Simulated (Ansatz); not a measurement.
A CCSD(T) single point on `CC(F)(F)CF`.

```yaml
crystal:
  periodic: [false, false, false]
  atoms:
    - {symbol: C, position_ang: [-0.580823, -0.169238, -1.169125]}
    - {symbol: C, position_ang: [0.006354, 0.549698, 0.014034]}
    - {symbol: F, position_ang: [-0.924706, 1.391239, 0.543592]}
    - {symbol: F, position_ang: [1.041065, 1.334278, -0.397400]}
    - {symbol: C, position_ang: [0.500324, -0.380852, 1.102362]}
    - {symbol: F, position_ang: [1.021309, 0.331084, 2.146746]}
    - {symbol: H, position_ang: [0.166780, -0.814818, -1.630716]}
    - {symbol: H, position_ang: [-1.437901, -0.769185, -0.862148]}
    - {symbol: H, position_ang: [-0.909043, 0.571459, -1.898371]}
    - {symbol: H, position_ang: [1.277931, -1.032024, 0.693145]}
    - {symbol: H, position_ang: [-0.335892, -0.984743, 1.465978]}
basis:
  gaussian: {orbitals: def2-TZVPP}
correlation: {method: ccsd_t}
```

```sh
$ ansatz run in.yaml --threads 4 --pin off --events-out ev --progress --plain --max-ram 10444MiB
```

Log, shortened:

```
Functional definition: HF
1591 factors; integrals over basis functions are off by at most 8.1e-4 eV
mean field evaluation 1: about -11289.2372 eV, gradient 4.1e1 eV
mean field evaluation 2: about -11289.4696 eV, gradient 4.2e1 eV
mean field evaluation 4: about -11293.0322 eV, gradient 4.6e0 eV
mean field evaluation 8: about -11293.0945 eV, gradient 2.4e-1 eV
mean field -11293.09467195 eV, -415.0135744595 hartree, gradient 8.6e-6 eV, S^2 0.000000; 0 other end points of the search recorded, 0 dependent functions left out
6 core orbitals not correlated: weight in the atoms' cores, before any rotation towards them, 1.000 or more for the frozen orbitals, at most 0.000 for the correlated occupied ones
reference -11293.09467195 eV, -415.0135744595 hartree; 19, 19 occupied and 231, 231 virtual orbitals, 1591 factors
second order -34.03432304 eV of doubles, -0.00000000 eV of singles
cycle   1  -34.00275009 eV  change    3.2e-2 eV  update   1.1e-1
cycle   2  -34.69061679 eV  change   -6.9e-1 eV  update   3.2e-2
cycle   3  -34.85030685 eV  change   -1.6e-1 eV  update   1.5e-2
cycle   4  -34.83497991 eV  change    1.5e-2 eV  update   2.8e-3
cycle   5  -34.83362256 eV  change    1.4e-3 eV  update   1.1e-3
cycle   6  -34.83471980 eV  change   -1.1e-3 eV  update   3.4e-4
cycle   7  -34.83463715 eV  change    8.3e-5 eV  update   1.4e-4
cycle   8  -34.83454176 eV  change    9.5e-5 eV  update   4.4e-5
cycle   9  -34.83454522 eV  change   -3.5e-6 eV  update   1.5e-5
perturbative correction -1.15324718 eV, -0.0423810521 hartree
Total energy: -11329.08246434 eV, -416.3361014367 hartree
```

Run time 5.3 min (4 threads of an Arm Neoverse V1 on a shared host); peak host memory 6.7 GiB.

Correlation energy per correlated electron: -0.947 eV. T1 diagnostic: 0.0110.
